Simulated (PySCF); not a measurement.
Structure with atom numbers: `[O:1]=[N:2][O:3][OH:4]`. Each H is labelled by its parent atom.

[PySCF: shieldings: GIAO PBE/pcSseg-2; PBE0-D3(BJ)/def2-SVP structure; a single conformation; no solvent model; non-relativistic]

Referencing at the same level of theory: 1H against TMS; H2O for 17O; 15N against NH3.

| atoms | nucleus | count | δ (ppm) |
| --- | --- | --- | --- |
| N2 | 15N | 1 | 626.1 |
| O4 | 17O | 1 | ? |
| O3 | 17O | 1 | 670.8 |
| O1 | 17O | 1 | 851.6 |
| H(O4) | 1H | 1 | ? |

Question: Estimate the values marked ?.

Answer: 
- H(O4): 8.23 ppm, hydrogen on an oxygen bonded to O; labile proton, position sensitive to the medium
- O4: 285.4 ppm, oxygen bonded to O, H

Exchangeable OH/NH protons stand at their gas-phase positions; hydrogen bonding in a real sample shifts them, mostly to higher δ. Unscaled 17O shifts of doubly bonded oxygen tend to come out too high, by tens of ppm or more. Experimental scales use liquid or dissolved standards, which lie at an offset from isolated NH3 (liquid NH3: subtract about 20 ppm) and H2O (liquid H2O: subtract about 36 ppm). Unscaled 15N shifts of sp2 nitrogen come out 20 to 40 ppm too high even then.
